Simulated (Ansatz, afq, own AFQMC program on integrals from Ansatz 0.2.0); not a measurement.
## Where AFQMC and coupled cluster stand for SiH3, doublet

```yaml
atoms:
  - { symbol: H, position_ang: [-2.6677, 0.0479, 0.0000] }
  - { symbol: H, position_ang: [-1.3157, 0.0479, 0.0000] }
  - { symbol: Si, position_ang: [0.1243, 0.0479, 0.0000] }
  - { symbol: H, position_ang: [0.5207, -1.4316, 0.0000] }
```

Basis cc-pVTZ. Noble-gas cores (and the filled d shells of Ga–Kr and In–Xe) are frozen. Integrals, coupled cluster, full CI and functionals: Ansatz 0.2.0; the random walks run on the same integrals in our own AFQMC program. ph-AFQMC/CISD is guided by a CISD state made of CCSD amplitudes; releasing the constraint for a short imaginary time cuts its bias at the price of noise, slowly where states lie close. Uncertainties: one standard error, sampling alone.

Determinant: UHF, the one that the program's search chose, which needn't be the lowest solution. The geometry is a point of a scan.

No full CI on the walks' own integrals is used here; CCSDT(Q) serves as the reference and is uncertain by about the last step of the cluster series.

Cautions: an unrestricted solution with more broken spin lies lower (215 meV, ⟨S²⟩ 1.30).

```
T1 diagnostic                               : 0.0195
weight of the determinant in the CISD state : 0.895
⟨S²⟩ of the determinant                     : 0.765
size of the correlated space                : 7 electrons in 71 orbitals
```

```
  level  correlation energy (eV)
    MP2                  -3.1292
   CCSD                  -3.9397
CCSD(T)                  -4.0543
```

(1) Estimate where AFQMC with the constraint released lies against CCSD(T) on the same integrals.

(1) 2.8 ± 0.2 kJ/mol below CCSD(T).

Reference: CCSDT(Q), correlation energy -4.085 eV. The released energy is read at 2.40 1/Eh (meV from the phaseless value at times in 1/Eh: -0.6 ± 2.5 at 0.24, -2.6 ± 2.1 at 0.51, -6.3 ± 1.4 at 0.99, -6.0 ± 1.6 at 1.62, -7.1 ± 2.0 at 2.40).

```
         level  E − E(reference) (kJ/mol)  share of correlation (%)
       CCSD(T)                        2.9                     99.25
         CCSDT                        0.5                     99.89
   ph-AFQMC/HF                  1.7 ± 1.9                     99.56
 ph-AFQMC/CISD                  0.9 ± 0.3                     99.78
released AFQMC                  0.2 ± 0.2                     99.95
```

A walk keeps the symmetry of its determinant, which the program's search chose and which needn't be the lowest solution, so a lower state of the same spin and another symmetry isn't excluded. Released energies are given only where the last usable release times agree within the noise; a slower fall can still hide under it.
